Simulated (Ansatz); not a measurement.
Reaction: BNH3Br (SMILES NBBr) → BHBr (SMILES [BH]Br, doublet) + NH2 (SMILES [NH2], doublet) (the B-N bond breaks)
Each species at its own B3LYP-D3(BJ)/def2-TZVP minimum (Ansatz, a program for electronic structure), one conformer.

Property: bond dissociation energy (electronic), in kcal/mol. Radicals and triplets start from unrestricted determinants; spin-orbit coupling is neglected. Cores are frozen in correlated methods (noble-gas shells, and filled d and f shells in the p block). No relativity. CBS(X,Y): correlation extrapolated as X^-3, Hartree-Fock from the larger set (Q,5: extrapolated as (X+1)exp(-9√X)). A bracket is a step between two methods taken in the basis named. Double hybrids freeze cores in their MP2 part. Spin-orbit terms, left out, reach several kcal/mol for Br and I, and more for heavier atoms.

CCSD(T)/CBS(cc-pVQZ,cc-pV5Z) + [CCSDT(Q) - CCSD(T)]/cc-pVTZ (Ansatz) gives 143.7 kcal/mol.

How far off this value is PBE/def2-TZVPD (Ansatz), in which direction, and how far these levels: r2SCAN/def2-TZVPD, B3LYP/def2-TZVPD, PBE0/def2-TZVPD, wB97M-V/def2-TZVPD, B2PLYP/def2-TZVPD, CCSD(T)/CBS(cc-pVQZ,cc-pV5Z)?

PBE gives 141.6 kcal/mol, 2.1 kcal/mol below it. Differences of the others: r2SCAN/def2-TZVPD (Ansatz) -6.4; B3LYP/def2-TZVPD (Ansatz) -5.0; PBE0/def2-TZVPD (Ansatz) -2.8; wB97M-V/def2-TZVPD (Ansatz) 2.8; B2PLYP/def2-TZVPD (Ansatz) -2.3; CCSD(T)/CBS(cc-pVQZ,cc-pV5Z) (Ansatz) 0.3 kcal/mol.
